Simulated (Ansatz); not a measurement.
System: CHN, net charge 1, doublet state. 
Geometry from a B3LYP-D3(BJ)/def2-TZVP (Ansatz, an electronic-structure program) optimisation:
```xyz
3

C      0.0000     0.0000    -0.5256
N      0.0000     0.0000     0.6818
H      0.0000     0.0000    -1.6190
```
Charge +1, spin multiplicity 2.

Basis-set convergence of Hartree-Fock and CCSD correlation energies (hartree) with Ansatz. Cores are frozen in the correlated levels unless marked. UHF or UKS for open shells. Spin-orbit coupling is left out. Non-relativistic.

| basis | functions | E(HF) | E(corr, CCSD) |
|---|---|---|---|
| def2-SVPD | 48 | -92.36048 | -0.25888 |
| def2-TZVPPD | 91 | -92.47195 | -0.29726 |
| def2-QZVPPD | 159 | -92.47563 | -0.31237 |

Extrapolating the two largest sets (X = 3 and 4) as X^-3: E(corr) = (64·(-0.31237) - 27·(-0.29726))/37 = -0.3234 Eh, an estimate of the basis-set limit. The largest set recovers 96.6 % of it, the smallest 80.1 %.
